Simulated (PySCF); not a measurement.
## Dipole moment and polarisability of ClF

Species: ClF.
SMILES with atom numbers: `[F:1][Cl:2]`

Structure used (PBE0-D3(BJ)/def2-SVP), in Å, numbered top down from 1:
```
atom  x, y, z in Å
F1    -0.7010    0.3281   -0.1122
Cl2    0.7452   -0.4184    0.1183
```

Level: CAM-B3LYP/def2-SVPD (PySCF), static field, nuclei fixed, core orbitals frozen in the response. The polarisability tensor in these axes (au):

```
x   20.97 -2.64  0.82
y   -2.64 17.21 -0.42
z    0.82 -0.42 15.98
```

Give the principal values, the mean and the anisotropy Δα = √{½[(α1 − α2)² + (α2 − α3)² + (α1 − α3)²]}.

Principal values 15.85, 15.85 and 22.46 au; mean 18.05 au = 2.68 Å³ = 2.98 × 10⁻⁴⁰ C²·m²/J; Δα = 6.61 au (37 % of the mean).

What is the dipole moment, and where does it point?

(0.90, -0.47, 0.14) D, 1.03 D in size, pointing from the negative to the positive side. Measured along this direction, the outermost atoms are F1 at the negative end and Cl2 at the positive end.

Find the Langevin capture rate constant for O2+ (31.990 u) meeting this molecule (53.967 u), k = 2.342 × 10⁻⁹ cm³/s × √(α in Å³ / reduced mass in u).

The reduced mass is 20.08 u, so k = 0.85 × 10⁻⁹ cm³/s. The formula leaves out the permanent dipole, which adds to the capture rate.

Orientational against electronic polarisability at 298 K (dilute gas, rigid molecules)?

In Gaussian units μ²/3kT = 8.54 Å³ against 2.68 Å³, a ratio of 3.19; the Debye molar polarisation (4π/3)N_A(α + μ²/3kT) is 28.3 cm³/mol, leaving out the vibrational part.

What would n − 1 = 2πNα be for an ideal gas of these molecules at 298.15 K and 1 atm, electronic part alone?

N = p/kT = 2.4615 × 10¹⁹ cm⁻³, so n − 1 = 2π × N × 2.68 × 10⁻²⁴ cm³ = 414 × 10⁻⁶ at long wavelengths.

Isolated species at its PBE0-D3(BJ)/def2-SVP geometry, gas phase.

These values come from a run that also computed excited states and ΔSCF ions. Time: 2.6 s wall (with the writing of density and orbital grids); peak memory 0.26 GiB. Hardware: one thread of an INTEL XEON PLATINUM 8581C at 2.10 GHz, shared host.
